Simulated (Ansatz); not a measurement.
Results of r²SCAN0 in Ansatz (PAW) for fluorite CdF2.

Run with plane-wave cutoff 600 eV, 8×8×8 k mesh, finite displacements, scalar-relativistic PAW data made under PBE.

Computed at the level's own relaxed cell.

Space group Fm-3m (No. 225); a = 5.3583 Å, b = 5.3583 Å, c = 5.3583 Å, α = 90.00°, β = 90.00°, γ = 90.00°

```json
[
 {"atom": "Cd", "site": "4a", "symmetry": "m-3m", "x": "0.0000", "y": "0.0000", "z": "0.0000"},
 {"atom": "F", "site": "8c", "symmetry": "-43m", "x": "0.2500", "y": "0.2500", "z": "0.2500"}
]
```
(The calculation used a cell of 3 atoms; values per cell refer to that cell.)

Harmonic phonon frequencies (cm⁻¹; i marks an imaginary mode; at Γ without the LO shift):

| q point | frequencies |
|---|---|
| Γ | 0 0 0 228 228 228 322 322 322 |
| X | 104 114 114 149 149 200 364 364 421 |
| L | 91 91 185 266 266 292 292 311 364 |

No imaginary mode appears at these points.

Ansatz is an electronic-structure program.
